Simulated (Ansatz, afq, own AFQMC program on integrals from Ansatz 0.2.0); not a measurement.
## Atomization energy of AlHO, singlet, worked out

```xyz
3

Al    0.0000    0.0000    1.4330
O     0.0000    0.0000   -0.2415
H     0.0000    0.0000   -1.1915
```

Connectivity, by distances: Al–OH.

Basis cc-pVDZ. Only valence electrons are correlated. AFQMC by an in-house program on the Cholesky factors that Ansatz 0.2.0 writes for its CCSD(T) run. The CISD trial takes its coefficients from CCSD amplitudes. Released means that phaseless walkers are propagated on without the constraint, phases kept. ± is one standard error of the sampling.

Total energies in eV. CBS is CCSD(T) at the limit of def2-TZVPP/QZVPP (extrapolated itself); the highest rung of each member is named.

Cautions: AlHO (singlet): the ph-AFQMC/HF walk drifts between its halves (2.2 errors).

```json
{"member": "Al (doublet)", "count": "+1", "CCSD(T)/cc-pVDZ": "-6583.0131", "highest rung in cc-pVDZ": "-6583.0229", "which": "FCI", "CCSD(T)/CBS": "-6583.4221"}
{"member": "O (triplet)", "count": "+1", "CCSD(T)/cc-pVDZ": "-2038.4036", "highest rung in cc-pVDZ": "-2038.4088", "which": "FCI", "CCSD(T)/CBS": "-2040.9924"}
{"member": "H (doublet)", "count": "+1", "CCSD(T)/cc-pVDZ": "-13.5861", "highest rung in cc-pVDZ": "-13.5861", "which": "FCI", "CCSD(T)/CBS": "-13.6059"}
{"member": "AlHO, singlet", "count": "-1", "CCSD(T)/cc-pVDZ": "-8644.0900", "highest rung in cc-pVDZ": "-8644.1231", "which": "CCSDT(Q)", "CCSD(T)/CBS": "-8648.4327"}
```

Question: Work out the best estimate of the atomization energy: the CCSD(T)/CBS difference plus the step from CCSD(T) to the highest rung.

Answer: Sums with the counts: CCSD(T)/CBS 10.4123 eV, highest rung 9.1053 eV, CCSD(T)/cc-pVDZ 9.0872 eV. The step is 9.1053 − 9.0872 = 0.0181 eV, so the best estimate is 10.4123 + (0.0181) = 10.4304 eV. The basis set is worth 1.325 eV of it. Zero-point, core-correlation and spin–orbit terms aren't in it. Past Ne the Hartree–Fock part of each CBS total tends to overshoot, since the cores don't follow the formula; that largely cancels in the difference.

Best estimates are given only where the step beyond CCSD(T) is under 0.3 eV and no member's determinant is very poor (T1 over 0.05, or 0.07 for open shells, ⟨S²⟩ too high by 0.3, two states mixed), so the hardest cases are missing from such tables.

CCSDT and higher add their correlation energy to the determinant of the CCSD(T) run, since their own runs factorise the integrals more tightly (a shift of under 2 meV). Each member of a difference takes its own highest rung, so a best estimate needn't equal the limit plus the step of one row.
